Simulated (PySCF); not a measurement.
Ligands exchanged one at a time, B Cl-OH. All species are isolated molecules in the gas phase. One relaxed conformer stands for each flexible species; it need not be the lowest. Strings in code marks are SMILES.

The four lowest singlet excitations (Tamm–Dancoff). All values below come from PBE0-D3(BJ)/def2-TZVP in PySCF. Excitations are Tamm–Dancoff values on a coarser integration grid. The basis has no diffuse functions, so Rydberg states are missing or too high.

```tsv
state	energy (eV)	wavelength (nm)	oscillator strength
S1	5.72	217	0.000
S2	6.59	188	0.000
S3	6.59	188	0.000
S4	7.22	172	0.157
```

### Question
Name which member gives these states.
(A) `OB(O)Cl` (H–O–B–Cl torsion 180°, Cl–B–O–H torsion 0°)
(B) `OB(O)O`
(C) `OB(Cl)Cl` (H–O–B–Cl torsion 180°)
(D) `ClB(Cl)Cl`

### Answer
D, `ClB(Cl)Cl`
